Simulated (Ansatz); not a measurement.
A made-up structure of NaSiH$_{2}$, doublet:

```tsv
atom	x (Å)	y (Å)	z (Å)
Na1	0.2946	0.0563	-0.1606
Si2	-2.2854	0.8154	-0.3890
H3	0.9413	-1.7731	-0.5013
H4	1.4782	0.6004	1.3172
```

It is relaxed with PBE-D4/def2-SVP and then PBE0-D4/def2-TZVP (Ansatz 0.2.0). Atoms count as bonded within 1.22 times the sum of their covalent radii (H–H: 0.88 Å). The end point is not checked to be a true minimum.

Task: Does its bonding change? (A judgement: the text doesn't fix the answer.)

Result: By the calculation: Yes. Formed: Si2–H3, Si2–H4; broken: none.

Where it ends: The first stage lowers the energy by 5.34 eV in 16 steps. It ends as NaSiH₂ ([H]1[Na]2[H][Si]12):
```tsv
atom	x (Å)	y (Å)	z (Å)
Na1	1.6221	-0.0033	-0.4753
Si2	-1.0472	0.2089	0.0374
H3	-0.2690	-1.1172	-0.3103
H4	0.1228	0.6106	1.0145
```

Labels in which every atom is bracketed show which atoms are joined, not bond orders.

For scale, one of the runs: PBE0-D4/def2-TZVP relaxation, 81 basis functions, launched by `ansatz run in.yaml --threads 2 --pin off --events-out ev --progress --plain --max-ram 4352MiB`. The run took about 11 s on 2 CPU threads of an Arm Neoverse V1 (shared host).
